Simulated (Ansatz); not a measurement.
# HAl–C–O⁺, doublet: the ladder up to UCCSDT(Q)

Geometry: that of the HAl–C–O, triplet, kept fixed.

```xyz
4

Al    0.0000   -0.1061    1.2725
C     0.0000    0.0837   -0.6437
O     0.0000    0.0363   -1.7922
H     0.0000    1.2690    2.0556
```

Basis cc-pVTZ; Ansatz 0.2.0. Only valence electrons are correlated (noble-gas cores frozen), which leaves 13 electrons in 101 orbitals. R marks a restricted (for open shells ROHF) determinant, U an unrestricted one.

Full CI isn't at hand for all of this; UCCSDT(Q) serves as the reference, and is uncertain by about the last step of the cluster series. The frozen core follows each run's orbitals, which can shift R against U totals by a few meV.

The UHF ⟨S²⟩ is 0.759 and the T1 diagnostic (RCCSD) is 0.0252. The largest doubles amplitude (RCCSD) is 0.051 and the T1 diagnostic (UCCSD) is 0.0224.

| level | E − E(UCCSDT(Q)) (kJ/mol) | share of correlation (%) | wall time |
| --- | --- | --- | --- |
| RHF | 1171.1 | 0.00 | – |
| UHF | 1167.3 | 0.33 | – |
| RMP2 | 81.7 | 93.03 | – |
| UMP2 | 81.6 | 93.03 | – |
| RCCSD | 60.4 | 94.85 | – |
| UCCSD | 60.1 | 94.87 | – |
| RCCSD(T) | 5.6 | 99.52 | 2.9 s (H100) |
| UCCSD(T) | 5.5 | 99.53 | 11 s (H100) |
| BCCD(T) | 5.2 | 99.56 | 9 s (H100) |
| RCCSDT | 4.5 | 99.62 | – |
| UCCSDT | 4.3 | 99.63 | – |
| RCCSDT(Q) | 0.8 | 99.93 | 71 s (H100) |

The correlation energy at UCCSDT(Q), counted from RHF, is -12.138 eV. That run took 40 s on 2 threads of AMD EPYC 7R13 with a shared H100 80 GB, shared host.

Times hold each run's SCF and search for its determinant on a shared host, so for small cases they say little of a method's own cost.
